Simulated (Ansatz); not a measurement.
# F2S2: the cost of one run

The runs use Ansatz 0.2.0, Gaussian basis; the settings change from run to run.

### Step 1. The molecule

An earlier PBE0-D4 in a triple-zeta def2 set relaxation fixed the geometry.

SMILES `FSSF`, 4 atoms, charge 0, spin multiplicity 1.

Atoms are counted from 1 here; the program's logs count them from 0.

Bond lengths: F1–S2 1.631 Å, S2–S3 1.890 Å, S3–F4 1.631 Å. Angles: F1–S2–S3 108.6°, S2–S3–F4 108.6°.

### Step 2. BHLYP/aug-pcseg-2

This run has charge +1, multiplicity 2, atoms shaken by 0.08 Å.

Input file in.yaml:

```yaml
crystal:
  periodic: [false, false, false]
  atoms:
    - {symbol: F, position_ang: [-1.702686, -0.240728, -0.667598]}
    - {symbol: S, position_ang: [-0.493272, 0.746369, -0.529860]}
    - {symbol: S, position_ang: [1.016885, -0.269070, -0.295070]}
    - {symbol: F, position_ang: [1.161216, -0.226795, 1.331145]}
basis:
  gaussian: {orbitals: aug-pcseg-2}
total_charge: 1
magnetization: {spin_polarized: true, initial_magnetization: 1}
hamiltonian: {xc: {name: BHLYP}}
```

The run is started by

```bash
> ansatz run in.yaml --threads 4 --pin off --events-out ev --progress --plain --max-ram 10444MiB
```

What time and memory should one allow on 4 threads of Arm Neoverse V1, shared host?

About 11 s, with a peak of 0.79 GiB.
